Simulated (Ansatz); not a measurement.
Ideal-gas functions of C₃H₃NS, SMILES `c1cscn1` at 600 K and 1 bar, from an Ansatz frequency run at PBE0-D4/def2-TZVP.

Molar mass 85.13 g/mol, point group Cs (symmetry number 1), electronic degeneracy 1, moments of inertia 58.595, 90.688, 149.283 u Å². Harmonic wavenumbers (cm⁻¹, unscaled): 485, 629, 629, 741, 782, 821, 890, 901, 921, 1075, 1165, 1265, 1374, 1447, 1541, 3232, 3238, 3279.

Use S(trans) = R[1.5 ln M + 2.5 ln T − 1.1517]; rotational temperatures θ = 24.2544 K / I; S(rot) = R[ln(√π/σ · √(T³/θAθBθC)) + 1.5]; for each mode x = 1.438777 ν̃/T, S = R[x/(eˣ − 1) − ln(1 − e⁻ˣ)] and H = RT x/(eˣ − 1); 1 cm⁻¹ = 0.0119627 kJ/mol; R = 8.31446 J/(mol·K).

By hand: the entropy, in J/(mol·K).

Translation 178.8. Rotation: θ = 0.4139, 0.2674, 0.1625 K, giving 113.7. Vibration, mode by mode: 7.51, 5.64, 5.64, 4.55, 4.21, 3.91, 3.43, 3.36, 3.23, 2.42, 2.04, 1.69, 1.37, 1.19, 0.99, 0.03, 0.03, 0.03, in all 51.3. Electronic 0.0. Sum 343.8 J/(mol·K).

By hand: H − E and G − E in kJ/mol, counted from the electronic energy.

Zero-point energy ½ × 24415 × 0.0119627 = 146.0; thermal vibration 20.6; translation, rotation and pV give 4 RT = 20.0. H − E = 186.6 kJ/mol, and G − E = 186.6 − 600 × 343.8/1000 = -19.7 kJ/mol.

Vibration gives 15 % of the entropy.
